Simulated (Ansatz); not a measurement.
Molecule (SMILES): [Si-]#[O+] (O-Si).
Geometry (B3LYP-D3(BJ)/def2-TZVP, fixed):
```
Si
O 1 1.5131
```
Charge 0, spin multiplicity 1.

Basis-set convergence of the dipole moment at MP2 with Ansatz (a first-principles code). Dipoles come from the density behind the forces; the sign is taken along the dipole that this method gives in the largest set. The reference of a correlated method is not its basis-set limit, which lies further on. All functions are spherical. Cores are frozen. No added dispersion term, no relativity. Reference: the value in aug-pcseg-3, 3.000 D, itself unsure by roughly 0.018 D (its mean distance from aug-cc-pV(Q+d)Z, def2-QZVPPD). Deviations are taken from unrounded values.

| basis | functions | dipole moment (D) | minus reference (D) |
|---|---|---|---|
| pcseg-0 | 22 | 1.956 | -1.044 |
| pcseg-1 | 32 | 2.656 | -0.344 |
| aug-pcseg-1 | 50 | 2.948 | -0.052 |
| pcseg-2 | 64 | 2.980 | -0.020 |
| aug-pcseg-2 | 96 | 2.990 | -0.010 |
| pcseg-3 | 124 | 3.010 | 0.010 |
| aug-pcseg-3 | 174 | 3.000 | 0.000 |
| pcseg-4 | 206 | 2.999 | 0.000 |

The smallest set listed that lies within 0.1 D of the reference with all its larger relatives (same family, alike in diffuse functions; a set with none counts only in the reference's own line) is aug-pcseg-1 (50 functions, -0.052 D off).
